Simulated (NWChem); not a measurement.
**Correlation energy of S (+1)**

```xyz
1

S      0.0000     0.0000     0.0000
```
Charge +1, spin multiplicity 4.

All runs are NWChem calculations.

Basis set: def2-QZVP. Each correlation energy counts from its own Hartree-Fock reference.

The correlated methods keep 5 core orbitals frozen. No SCF solution was tested for a lower state. Open-shell Hartree-Fock references start from PBE0 orbitals. Coupled-cluster values serve here as a point of comparison, not as the truth.

Q: Order these methods by the correlation energy they give, lowest first: UMP2, SCS-UMP2, CCSD on ROHF, CCSD[T] on ROHF, CCSD[T] on UHF.

A: CCSD[T] on ROHF (-119.7 mHa), CCSD[T] on UHF (-118.8 mHa), CCSD on ROHF (-115.0 mHa), UMP2 (-97.0 mHa), SCS-UMP2 (-94.3 mHa)
